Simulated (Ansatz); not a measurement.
C2H3O (SMILES C[C]=O) moved off its minimum; all values from Ansatz (a first-principles code), cores frozen in correlated methods. Open shells are unrestricted.
(charge 0, multiplicity 2)
```xyz
6

C     -1.10890     0.04816    -0.08800
C      0.52417    -0.30774     0.14046
O      1.32354     0.14404    -0.19921
H     -1.39346     0.34585     0.99780
H     -1.72832    -0.67988    -0.29997
H     -1.32196     1.04980    -0.61223
```

Q: Give the forces (eV/Å), the total energy and the dipole at CCSD(T)/cc-pVTZ.

A: 
| atom | Fx | Fy | Fz |
|---|---|---|---|
| C1 | 2.344 | 6.405 | 3.369 |
| C2 | -31.088 | -17.627 | 12.574 |
| O3 | 30.326 | 17.440 | -12.970 |
| H4 | 0.529 | -0.597 | -1.407 |
| H5 | -2.673 | -4.025 | -1.608 |
| H6 | 0.561 | -1.596 | 0.041 |
Energy -152.7988 hartree, dipole 0.94 D.
